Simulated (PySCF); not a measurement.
SiH2, SMILES [SiH2] (connectivity only; charge and spin as stated), neutral, multiplicity 1. Atoms are numbered in the order given.

```xyz
3

Si     0.0000     0.0000     0.1338
H      0.0000     1.0855    -0.9365
H      0.0000    -1.0855    -0.9365
```
Charge 0, spin multiplicity 1.

Geometry optimised at r2SCAN-D4/def2-TZVPD. The isomer is the one that the SMILES or the coordinates give; other isomers of the formula were not compared.

Two levels are set side by side: PBE/pcSseg-2 (PySCF) and HF/pcSseg-2 (PySCF). GIAO shifts against TMS (²⁹Si), TMS (¹H) at the same level; non-relativistic, no solvent, atoms listed together averaged. Differences are taken from unrounded values.

```csv
quantity,HF,PBE,PBE minus HF
δ(²⁹Si) of Si1 (ppm),752.5,860.4,107.9
"δ(¹H) of H2, H3 (ppm)",13.57,15.42,1.85
```

Rough cost on one machine, each run with all the roots and properties that it gave: HF against PBE within a factor of 2.
